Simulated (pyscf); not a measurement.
PySCF, gas phase, ωB97X-D3(BJ)/def2-SVP geometries.

Question: Estimate the classical barrier height and the reaction energy of F–SiH₂–O–SiH₂• (SMILES F[SiH2]O[SiH2]) + H₂O (SMILES O) -> HO–SiH•–O–SiH₂–F (SMILES O[SiH]O[SiH2]F) + H₂ (SMILES [H][H]) at B3LYP-D3(BJ)/def2-TZVP. The step runs on the doublet surface, breaks H–Si, H–O and forms O–Si, H–H; take the separated reactants as zero.

Answer: ΔE‡ = 1.38 eV, ΔE = -0.93 eV. ωB97M-D3(BJ)/def2-TZVP gives 1.37 eV and -0.91 eV. Zero-point energy shifts the barrier by -0.02 eV. It is a four-centre exchange, with an imaginary mode of 1396i cm⁻¹. At the saddle there is also a short H–Si contact that neither side keeps. This is the saddle that the search found; another between the same sides may lie lower.
